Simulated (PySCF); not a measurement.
# S₃: structure of the triplet

Where does triplet S₃ go from a linear chain start, is the end point a minimum, and what are its modes, charges and moments?

Program: PySCF 2.14.0. Level of theory: PBE0, basis S def2-TZVP, no relativity, density fitting. These are calculated values, not measurements.

### 1 Starting geometry

3 atoms, charge 0, spin multiplicity 3.

Bond lengths: S1–S2 1.957 Å, S1–S3 1.957 Å. Angles: S2–S1–S3 180.0°.

```xyz
3
charge 0 multiplicity 3
S     0.0000    0.0000    0.0000
S     0.0000    0.0000    1.9570
S     0.0000    0.0000   -1.9570
```

### 2 The SCF at the typed geometry

The steps below are one call of a driver around PySCF. For each, scf.py gives the equivalent set-up of the SCF; relaxations use the driver's own optimiser. After this first run the driver tries any further starts and a stability analysis.

scf.py reads:

```python
from pyscf import gto, scf, dft
mol = gto.M(atom='''
S      0.000000     0.000000     0.000000
S      0.000000     0.000000     1.957000
S      0.000000     0.000000    -1.957000''',
    basis={'S': 'def2-TZVP'},
    charge=0, spin=2)
mf = dft.UKS(mol, xc='PBE0')
mf.grids.atom_grid = (50, 194)
aux = {'S': 'def2-universal-JKFIT'}
mf = mf.density_fit(auxbasis=aux)
mf.conv_tol = 1e-08
mf.diis_space = 10
mf.max_cycle = 60
mf.init_guess = 'minao'
mf.verbose = 4
mf.kernel()
```

Run with:

```console
$ OMP_NUM_THREADS=4 python axn.py task.json out
```

What it wrote:

```text
init E= -1194.50847181419
[... the frontier-level lines of each cycle are left out ...]
cycle= 1 E= -1194.08450062429  delta_E= 0.424  |g|= 0.162  |ddm|= 1.75
cycle= 2 E= -1194.0629062187  delta_E= 0.0216  |g|= 0.248  |ddm|= 0.394
cycle= 3 E= -1194.09528316793  delta_E= -0.0324  |g|= 0.0585  |ddm|= 0.243
cycle= 4 E= -1194.09724913461  delta_E= -0.00197  |g|= 0.00825  |ddm|= 0.0571
cycle= 5 E= -1194.09730977881  delta_E= -6.06e-05  |g|= 0.00352  |ddm|= 0.0156
cycle= 6 E= -1194.09732079796  delta_E= -1.1e-05  |g|= 0.000811  |ddm|= 0.00553
cycle= 7 E= -1194.09732302433  delta_E= -2.23e-06  |g|= 0.000381  |ddm|= 0.00228
cycle= 8 E= -1194.09732376186  delta_E= -7.38e-07  |g|= 0.000151  |ddm|= 0.00172
cycle= 9 E= -1194.09732385032  delta_E= -8.85e-08  |g|= 3.28e-05  |ddm|= 0.00069
cycle= 10 E= -1194.09732385319  delta_E= -2.87e-09  |g|= 7.07e-06  |ddm|= 0.000111
Extra cycle  E= -1194.0973238533  delta_E= -1.07e-10  |g|= 4.42e-06  |ddm|= 1.45e-05
converged SCF energy = -1194.0973238533  <S^2> = 2.0137499  2S+1 = 3.0091526
```

This step, with its further starts and checks, took 10 s on 4 threads of Arm Neoverse V2, shared host.

The starts that the driver tried:

```tsv
start	energy (Eh)
the minimal-basis guess	-1194.097324
a thermally smeared density	-1194.097389
a smeared PBE density	-1194.097324
```

The first run landed in a state that is too high. Following the other starts and the instabilities gains 0.2 kJ/mol (-1194.09739 Eh), and the work goes on from there.

### 3 Linear chain start, triplet: relaxation

The program finds D∞h symmetry in the start, which this walk keeps.

scf.py, as its differences from that of step 2:

```diff
@@ -15 +14,0 @@
-mf.init_guess = 'minao'
```

Steps of the walk:

```tsv
step	energy (Eh)	change (kJ/mol)	largest symmetric gradient (Eh/bohr)
0	-1194.097389	0.00	0.01123
1	-1194.097932	-1.43	0.00043
2	-1194.097933	-1.43	0.00003
```

The walk took 4 s.

Positions (Å) and forces (eV/Å) along the way:

```
step 0
S    0.000   0.000   0.000   0.000   0.000   0.001
S    0.000   0.000   1.957   0.000   0.000  -0.578
S    0.000   0.000  -1.957   0.000   0.000   0.577
step 1
S    0.000   0.000   0.000   0.000   0.000   0.000
S    0.000   0.000   1.933   0.000   0.000  -0.022
S    0.000   0.000  -1.933   0.000   0.000   0.022
step 2
S    0.000   0.000   0.000   0.000   0.000   0.000
S    0.000   0.000   1.932   0.000   0.000   0.001
S    0.000   0.000  -1.932   0.000   0.000  -0.001
```

End point (D∞h, 2 steps, 1.4 kJ/mol gained): S–S 1.932 Å (×2); S–S–S 180.0°.

### 4 Frequencies

The point is checked on the finer grid, and tightened if its gradient asks for it. The Hessian and the dipole derivatives come from central differences of analytic gradients, with steps of 0.02 bohr.

scf.py, as its differences from that of step 3:

```diff
@@ -4,2 +4,2 @@
-S      0.000000     0.000000     1.957000
-S      0.000000     0.000000    -1.957000''',
+S      0.000000    -0.000000     1.931894
+S      0.000000     0.000000    -1.931894''',
@@ -9 +9 @@
-mf.grids.atom_grid = (50, 194)
+mf.grids.atom_grid = (75, 302)
@@ -12 +12 @@
-mf.conv_tol = 1e-08
+mf.conv_tol = 1e-10
```

This SCF starts from the last density.

Log of the central SCF (cycles and frontier levels):

```text
init E= -1194.09796760375
[... the frontier-level lines of each cycle are left out ...]
cycle= 1 E= -1194.09796760361  delta_E= 1.35e-10  |g|= 1.51e-05  |ddm|= 1.96e-05
cycle= 2 E= -1194.09796760271  delta_E= 9.03e-10  |g|= 3.85e-05  |ddm|= 5.03e-05
cycle= 3 E= -1194.09796760377  delta_E= -1.06e-09  |g|= 2.22e-06  |ddm|= 3.68e-05
cycle= 4 E= -1194.09796760378  delta_E= -2.73e-12  |g|= 4.5e-08  |ddm|= 1.85e-06
Extra cycle  E= -1194.09796760377  delta_E= 1.82e-12  |g|= 5.53e-08  |ddm|= 8.82e-08
converged SCF energy = -1194.09796760377  <S^2> = 2.0141454  2S+1 = 3.0094155
```

The whole step took 19 s.

Geometry: D∞h; S–S 1.932 Å (×2); S–S–S 180.0°.

Wavenumbers (cm⁻¹): 1530i, 1530i, 458, 736. These are not to be trusted: the point is only loosely found or the SCF state changes between the displacements.

### 5 Downhill along the imaginary mode

The start is the last point, displaced along its most imaginary mode.

The program finds C2v symmetry in the start, which this walk keeps.

scf.py, as its differences from that of step 4:

```diff
@@ -3,3 +3,3 @@
-S      0.000000     0.000000     0.000000
-S      0.000000    -0.000000     1.931894
-S      0.000000     0.000000    -1.931894''',
+S     -0.034630    -0.114895    -0.000000
+S      0.017315     0.057447     1.931894
+S      0.017315     0.057447    -1.931894''',
@@ -9 +9 @@
-mf.grids.atom_grid = (75, 302)
+mf.grids.atom_grid = (50, 194)
@@ -12 +12 @@
-mf.conv_tol = 1e-10
+mf.conv_tol = 1e-08
```

Steps of the walk:

```tsv
step	energy (Eh)	change (kJ/mol)	largest symmetric gradient (Eh/bohr)
0	-1194.114179	0.00	0.04390
1	-1194.135440	-55.82	0.01986
2	-1194.145128	-81.26	0.02053
3	-1194.147393	-87.20	0.00533
4	-1194.147547	-87.61	0.00050
5	-1194.147548	-87.61	0.00011
```

The walk took 9.6 s.

Geometry (Å) and forces (eV/Å) at some steps:

```
step 0
S   -0.035  -0.115   0.000  -0.682  -2.257   0.002
S    0.017   0.057   1.932   0.341   1.129  -0.092
S    0.017   0.057  -1.932   0.341   1.129   0.090
step 1
S   -0.096  -0.318   0.000  -0.276  -0.918   0.000
S    0.048   0.159   1.905   0.138   0.459  -1.021
S    0.048   0.159  -1.905   0.138   0.459   1.021
step 3
S   -0.159  -0.527   0.000   0.035   0.105   0.000
S    0.079   0.263   1.766  -0.017  -0.053  -0.274
S    0.079   0.263  -1.766  -0.017  -0.053   0.274
step 5
S   -0.162  -0.536   0.000   0.004   0.005   0.001
S    0.081   0.268   1.748  -0.002  -0.003  -0.003
S    0.081   0.268  -1.748  -0.002  -0.002   0.003
```

After 5 steps and 87.6 kJ/mol it ends at C2v: S–S 1.939 Å (×2); S–S–S 128.6°.

### 6 Vibrations and properties at this point

As before: finer grid, then central differences.

scf.py, as its differences from that of step 5:

```diff
@@ -3,3 +3,3 @@
-S     -0.034630    -0.114895    -0.000000
-S      0.017315     0.057447     1.931894
-S      0.017315     0.057447    -1.931894''',
+S     -0.161546    -0.535979    -0.000000
+S      0.080773     0.267989     1.747874
+S      0.080773     0.267989    -1.747874''',
@@ -9 +9 @@
-mf.grids.atom_grid = (50, 194)
+mf.grids.atom_grid = (75, 302)
@@ -12 +12 @@
-mf.conv_tol = 1e-08
+mf.conv_tol = 1e-10
```

Log of the central SCF (cycles and frontier levels):

```text
init E= -1194.14755881536
[... the frontier-level lines of each cycle are left out ...]
cycle= 1 E= -1194.14755881254  delta_E= 2.83e-09  |g|= 6.56e-05  |ddm|= 8.97e-05
cycle= 2 E= -1194.14755878572  delta_E= 2.68e-08  |g|= 0.000202  |ddm|= 0.000276
cycle= 3 E= -1194.1475588157  delta_E= -3e-08  |g|= 3.98e-06  |ddm|= 0.000209
cycle= 4 E= -1194.1475588157  delta_E= -5.68e-12  |g|= 1.31e-07  |ddm|= 3.18e-06
Extra cycle  E= -1194.14755881571  delta_E= -7.05e-12  |g|= 1.11e-07  |ddm|= 2.23e-07
converged SCF energy = -1194.14755881571  <S^2> = 2.0173794  2S+1 = 3.011564
```

The whole step took 27 s on 4 threads of Arm Neoverse V2, shared host.

Geometry: C2v; S–S 1.939 Å (×2); S–S–S 128.7°.

Harmonic modes (main isotopes):

```
symmetry  ω (cm⁻¹)  IR (km/mol)     type
      a1       216          0.2     bend
      a1       526          0.0  stretch
      b2       574          1.5  stretch
```

All wavenumbers are real: a minimum.

Constants and moments:

```yaml
Dipole_moment: 0.10 D
Highest_occupied_level: -6.47 eV
Lowest_empty_level: -5.22 eV
Rotational_constants: 1.122, 0.08629, 0.08013 cm⁻¹
Zero-point_energy: 7.9 kJ/mol
Principal_polarisabilities: 30.7, 38.6, 141.3 bohr³
Atomisation_energy_without_zero-point_energy: 594 kJ/mol
Principal_traceless_quadrupole_moments_about_the_centre_of_mass: -1.87, 0.53, 1.34 D Å
Entropy_at_298.15_K_and_1_bar_electronic_part_spin_only: 286.0 J/(mol K)
Heat_capacity_Cp_at_298.15_K: 50.4 J/(mol K)
Enthalpy_at_298.15_K_above_0_K: 12.32 kJ/mol
Rotational_symmetry_number: 2
Spin_squared_⟨S²⟩: 2.017
```

Charges (e) and bond orders:

```csv
atom,Mulliken,Löwdin,polar tensor,spin (Mulliken),Mayer order to S1
S1,0.18,0.11,-0.03,0.53,–
"S2,3",-0.09,-0.06,0.02,0.74,1.57
```

Mulliken populations on S1: s 5.75, p 9.74, d 0.31, f 0.02.

### 7 Outcome

```
                                          quantity                           value
                                           minimum                    triplet, C2v
                                          geometry  S–S 1.939 Å (×2); S–S–S 128.7°
                                wavenumbers (cm⁻¹)    216 (a1), 526 (a1), 574 (b2)
                                     dipole moment                          0.10 D
highest occupied, lowest empty level (either spin)                 -6.47, -5.22 eV
                         polar-tensor charge of S1                         -0.03 e
                                 zero-point energy                      7.9 kJ/mol
                               entropy at 298.15 K                 286.0 J/(mol K)
         atomisation energy (no zero-point energy)                      594 kJ/mol
                                              ⟨S²⟩                           2.017
```

What this shows: From D∞h at the start the molecule goes to a C2v minimum. In the infrared the band at 574 cm⁻¹ (b2, stretch) leads. Only this shape and spin were tried, so other structures or states may lie lower.

The search up to here took 71 s.
